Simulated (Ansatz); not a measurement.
# CH5Al (triplet): from Hartree-Fock to the top rungs at distance Al1–H4 along a hydrogen transfer = 2.027 Å, cc-pVDZ

The task here is to estimate one member of a computed series from the others.

Computed with Ansatz 0.2.0, Gaussian basis. Level: cc-pVDZ, core rule «outside noble gas», up to 6 orbitals frozen.

The runs, in order: UHF; CCSD(T) on ROHF; CCSD(T) on UHF; BCCD(T) on ROHF; CISD; CCSDT(Q) on ROHF; CCSDT(Q) on UHF; CASSCF and NEVPT2, 4 electrons in 4 orbitals.

10 further runs of the same task are left out: 1 for a mislabelled method, 7 that didn't finish, 2 set aside as unsound or not needed.

### What is computed

The geometry derives from fragments relaxed apart (PBE0/def2-TZVP) and kept rigid, so it is no stationary point. A hydrogen atom is moved between rigid fragments.

7 atoms, charge 0, spin multiplicity 3.

Atoms are counted from 1 here; the program's logs count them from 0.

Bond lengths: Al1–H2 1.586 Å, Al1–H3 1.586 Å, C5–H6 1.079 Å, C5–H7 1.079 Å. Angles: H2–Al1–H3 120.0°, H6–C5–H7 134.8°.

Set-up of the first run:

in.yaml

```yaml
crystal:
  periodic: [false, false, false]
  atoms:
    - {symbol: Al, position_ang: [-1.127132, 0.000000, 0.000000]}
    - {symbol: H, position_ang: [-1.920055, 1.373384, 0.000000]}
    - {symbol: H, position_ang: [-1.920055, -1.373384, 0.000000]}
    - {symbol: H, position_ang: [0.899868, 0.000000, 0.000000]}
    - {symbol: C, position_ang: [2.319868, 0.000000, 0.000000]}
    - {symbol: H, position_ang: [2.734336, 0.000000, 0.996161]}
    - {symbol: H, position_ang: [2.734336, 0.000000, -0.996161]}
basis:
  gaussian: {orbitals: cc-pVDZ}
magnetization: {spin_polarized: true, initial_magnetization: 2}
hamiltonian: {xc: hf}
output: {orbitals: {seedname: orbitals}}
```

Command:

```bash
ansatz run in.yaml --threads 1 --pin off --events-out ev --progress --plain --max-ram 2393MiB
```

Steps of the session up to this table: UHF; CCSD(T) on ROHF; CCSD(T) on UHF; BCCD(T) on ROHF; CISD; CCSDT(Q) on ROHF; CCSDT(Q) on UHF; CASSCF and NEVPT2, 4 electrons in 4 orbitals.

One of the session's tables, all rows but one given; the rest of the session is left out.

It belongs to the step «Misses and costs». 

| method | from UCCSDT(Q) (kcal/mol) |
| --- | --- |
| ROHF | ? |
| UHF | +149.69 |
| RMP2 | +30.88 |
| UMP2 | +32.38 |
| CISD | +16.66 |
| RCCSD | +4.00 |
| UCCSD | +3.85 |
| RCCSD(T) | +0.81 |
| UCCSD(T) | +0.86 |
| BCCD(T) | +0.83 |
| RCCSDT | +0.17 |
| UCCSDT | +0.15 |
| RCCSDT(Q) | +0.02 |
| UCCSDT(Q) | 0 |
| CASSCF pair | +140.80 |
| NEVPT2 pair | +30.02 |

Q: Estimate the row for ROHF from the others.

The run gave: from UCCSDT(Q) (kcal/mol): +158.35. In the column «from UCCSDT(Q) (kcal/mol)» it is the highest.

Caveats from the session: Restricted and unrestricted rows rest on different reference determinants; where their highest levels disagree by more than a few hundredths of an eV, they describe different states and don't form one ladder.
